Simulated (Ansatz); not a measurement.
One change: `CSCN` becomes `COCN`.

Ansatz, PBE0-D4/def2-TZVP geometries, multiplicity 1. Each molecule was computed in one conformer, which needn't be the lowest.

```json
{"property": "HOMO–LUMO gap (PBE/def2-TZVPP) / eV", "`CSCN`": "5.05"}
{"property": "LUMO energy (ωB97M-V/def2-TZVPP) / eV", "`CSCN`": "2.34"}
{"property": "LUMO energy (PBE0/def2-TZVPP) / eV", "`CSCN`": "0.86"}
{"property": "size of the dipole moment (ωB97M-V/def2-TZVPP) / D", "`CSCN`": "1.50"}
{"property": "LUMO energy (PBE/def2-TZVPP) / eV", "`CSCN`": "-0.01"}
{"property": "size of the dipole moment (B3LYP/def2-TZVPP) / D", "`CSCN`": "1.51"}
```

Task: What does the change do to each property? (Best estimate.)

Result: Computed: 
```tsv
property	`COCN`	shift
HOMO–LUMO gap (PBE/def2-TZVPP) / eV	5.93	0.88
LUMO energy (ωB97M-V/def2-TZVPP) / eV	2.49	0.15
LUMO energy (PBE0/def2-TZVPP) / eV	1.07	0.21
size of the dipole moment (ωB97M-V/def2-TZVPP) / D	1.41	-0.09
LUMO energy (PBE/def2-TZVPP) / eV	0.24	0.25
size of the dipole moment (B3LYP/def2-TZVPP) / D	1.39	-0.12
```

With PBE0 the HOMO falls by 0.93 eV and the LUMO rises by 0.21 eV, so the gap widens by about 1.14 eV. PBE moves the HOMO by -0.63 eV and ωB97M-V by -1.11 eV. Dipoles are sizes alone; their direction can turn.

B3LYP here is the variant with VWN-RPA as its local correlation; programs differ in this.
